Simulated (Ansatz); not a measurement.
Geometry optimisation, Ansatz, RKS revPBE-D4/def2-SVP.

input.yaml

```yaml
crystal:
  periodic: [false, false, false]
  atoms:
    - { symbol: C, position_ang: [-0.77822, 1.12739, 0.79559] }
    - { symbol: O, position_ang: [-0.63897, 0.6531, -0.54534] }
    - { symbol: S, position_ang: [-0.62773, -0.8378, -0.92125] }
    - { symbol: O, position_ang: [1.2901, -1.30165, -0.76253] }
    - { symbol: H, position_ang: [0.16845, 1.58172, 1.09298] }
    - { symbol: H, position_ang: [-1.55069, 1.89711, 0.78275] }
    - { symbol: H, position_ang: [-1.04764, 0.33027, 1.48838] }
    - { symbol: H, position_ang: [1.43323, -2.15201, -0.30957] }
    - { symbol: H, position_ang: [1.75147, -1.29813, -1.62102] }
total_charge: 1
basis:
  gaussian: { orbitals: def2-SVP }
hamiltonian:
  xc: revpbe
  dispersion: d4
relax:
  f_tol: 0.015
  max_steps: 40
```

Run as:

```bash
$ ansatz run input.yaml --threads 1 --pin off --max-ram 2048MiB --backend cpu --events-out ev --progress --plain --runs-dir out
```

Question: Where does it end, and by what steps?

Answer: The forces met the threshold. Limits of this set-up: the dipole of an ion depends on the origin. After 5 steps the energy has fallen by 0.125 eV; H9 moved furthest, 0.12 Å.

```json
{"step": "0", "energy less start (eV)": "0.0000", "largest force component (eV/Å)": "2.110", "accepted": "yes"}
{"step": "1", "energy less start (eV)": "-0.0882", "largest force component (eV/Å)": "1.161", "accepted": "yes"}
{"step": "2", "energy less start (eV)": "-0.1193", "largest force component (eV/Å)": "0.317", "accepted": "yes"}
{"step": "3", "energy less start (eV)": "-0.1098", "largest force component (eV/Å)": "0.278", "accepted": "no"}
{"step": "4", "energy less start (eV)": "-0.1246", "largest force component (eV/Å)": "0.105", "accepted": "yes"}
{"step": "5", "energy less start (eV)": "-0.1249", "largest force component (eV/Å)": "0.012", "accepted": "yes"}
```

```xyz
9
Properties=species:S:1:pos:R:3
C -0.788 1.137 0.828
O -0.657 0.699 -0.575
S -0.657 -0.842 -0.966
O 1.323 -1.277 -0.780
H 0.191 1.569 1.112
H -1.561 1.928 0.812
H -1.073 0.288 1.477
H 1.479 -2.092 -0.246
H 1.742 -1.410 -1.663
```

Run time: 12 s on 1 thread of Intel(R) Xeon(R) Platinum 8375C CPU @ 2.90GHz (Ice Lake), on a shared host, peak memory 0.14 GiB.
